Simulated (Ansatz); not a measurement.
BeH, doublet: the ladder up to full CI

Geometry: MP2(full)/6-31G*, from the G2/97 set.

```xyz
2

Be    0.0000    0.0000    0.0000
H     0.0000    0.0000    1.3483
```

Basis 6-31G; Ansatz 0.2.0. Correlated methods freeze the noble-gas cores, which leaves 3 electrons in 10 orbitals. R marks a restricted (for open shells ROHF) determinant, U an unrestricted one. Active spaces: valence = (3e, 5o) chosen from the atoms' valence shells.

Full CI is exact within this basis and frozen core; it isn't the basis-set limit. The frozen core follows each run's orbitals, which can shift R against U totals by a few meV.

For open shells CISD is restricted-active-space CI with the open shells as a complete middle space.

```
UHF ⟨S²⟩                          : 0.752
T1 diagnostic (RCCSD)             : 0.0255
largest doubles amplitude (RCCSD) : 0.056
T1 diagnostic (UCCSD)             : 0.0192
```

```csv
level,E − E(full CI) (kJ/mol),share of correlation (%),wall time
RHF,66.0,0.00,–
UHF,65.2,1.26,–
RMP2,24.2,63.29,–
UMP2,23.6,64.17,–
CISD,1.6,97.63,0.06 s
RCCSD,1.5,97.80,–
UCCSD,1.3,98.02,–
RCCSD(T),0.6,99.08,0.24 s
UCCSD(T),0.5,99.17,0.24 s
BCCD(T),0.5,99.19,0.27 s
RCCSDT,0.0,99.99,0.54 s
UCCSDT,0.0,100.00,0.54 s
CASSCF (valence space),12.3,81.37,–
NEVPT2 (valence space),5.2,92.18,0.09 s
NEVPT4(SD) (valence space),1.1,98.35,0.3 s
MRCISD (valence space),0.1,99.90,–
MRCISD+Q (valence space),0.0,99.96,0.33 s
```

The correlation energy at full CI, counted from RHF, is -0.684 eV. That run took 0.09 s on 1 thread of Arm Neoverse V1, shared host over 150 determinants.

Times hold each run's SCF and search for its determinant on a shared host, so for small cases they say little of a method's own cost; they ran on 1 thread of Arm Neoverse V1.

The full-CI state has the irrep A1 of C2v, in the program's axes (one component, if the state is degenerate).

Natural occupations of full CI about the gap: 1.957 0.989 0.019 0.014 0.014 0.005 0.001 0.000 0.000 0.000; effectively unpaired electrons, Σ n²(2−n)², 1.01.

Atomization energy (electronic, same basis, no zero-point term; atoms at the same level, unrestricted beside the R rows where the molecule is a closed shell, with restricted open-shell steps beyond CCSDT(Q)) at full CI: 149.3 kJ/mol. Errors of other levels:

```
                     level  error (kJ/mol)
                       RHF            54.7
                       UHF            55.6
                      RMP2            35.4
                      UMP2            36.0
                      CISD            -1.6
                     RCCSD            -1.4
                     UCCSD            -1.3
                  RCCSD(T)            -0.6
                  UCCSD(T)            -0.5
                   BCCD(T)            -0.5
                    RCCSDT             0.0
                    UCCSDT             0.0
    CASSCF (valence space)            -9.8
    NEVPT2 (valence space)            -4.2
NEVPT4(SD) (valence space)            -1.1
    MRCISD (valence space)            -0.3
  MRCISD+Q (valence space)            -0.3
```

This basis is far from its limit, so the value isn't to be set against a measured one. Truncated CI isn't size-consistent, which counts against it in atomization.
